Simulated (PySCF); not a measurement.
**Fluorine: a sound run and one with changed settings**

Sound run: F [He] 2s2 2p5, F⁺ [He] 2s2 2p4. Computed with PySCF 2.14 in cc-pVTZ (4s3p2d1f, 30 functions), with the non-relativistic Hamiltonian (point nucleus). In the sound run the correlated levels freeze 1s2. The sound run starts from symmetry-adapted Hartree-Fock orbitals and uses a fine grid where one is needed.

Changed run: a valence shell is frozen. This setting is unsound on purpose.

| species | method | sound run (hartree) | changed run (hartree) | converged |
| --- | --- | --- | --- | --- |
| F | MP2 | -99.60536 | -99.52823 | yes |
| F | CCSD(T) | -99.62036 | -99.53544 | yes |
| F⁺ | MP2 | -98.97349 | -98.89770 | yes |
| F⁺ | CCSD(T) | -98.99079 | -98.90451 | yes |

Ionisation energy of F:

```tsv
method	sound run (eV)	changed run (eV)
UHF	15.654	15.654
MP2	17.194	17.158
SCS-MP2	17.181	17.221
CCSD	17.089	17.130
CCSD(T)	17.131	17.168
```

Freezing a valence shell removes pair correlation that changes on ionisation.

For comparison, NIST gives 17.423 eV between the lowest levels.
